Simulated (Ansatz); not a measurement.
# C4H8, singlet: energies of several shapes or isomers

Computed with Ansatz's Gaussian-basis code (development build). Basis cc-pVDZ, nonrelativistic, no frozen core; active space CAS(2,2). Restricted Hartree–Fock, then the lowest state-specific CASSCF solution met for each case. On stretched bonds single-reference methods can fail or change state. Solutions in different active orbitals can move differences by tenths of an eV and at times more than 1 eV.

Case A:

```xyz
12

C     0.0000   -1.4588    0.0000
C     0.0000   -0.1196    0.0000
H     0.0000   -2.0284    0.9243
H     0.0000   -2.0284   -0.9243
C     0.0000    0.6788    1.2727
H     0.0000    0.0316    2.1530
H     0.8802    1.3296    1.3235
H    -0.8802    1.3296    1.3235
C     0.0000    0.6788   -1.2727
H     0.0000    0.0316   -2.1530
H    -0.8802    1.3296   -1.3235
H     0.8802    1.3296   -1.3235
```

Case B:

```tsv
atom	x (Å)	y (Å)	z (Å)
C	0.0000	-1.4588	0.0000
C	0.0000	-0.1196	0.0000
H	-0.5759	-2.0284	0.7230
H	0.5759	-2.0284	-0.7230
C	0.0325	0.6788	1.2723
H	0.0550	0.0316	2.1523
H	0.9137	1.3296	1.3006
H	-0.8461	1.3296	1.3456
C	-0.0325	0.6788	-1.2723
H	-0.0550	0.0316	-2.1523
H	-0.9137	1.3296	-1.3006
H	0.8461	1.3296	-1.3456
```

Energy less that of case A, in eV:

```json
{"case": "B", "RHF/ROHF": "+0.979", "CASSCF": "+0.894"}
```

(1) What does SC-NEVPT2 give for these differences?

## Answers

(1) B: +0.874 eV (20.2 kcal/mol).
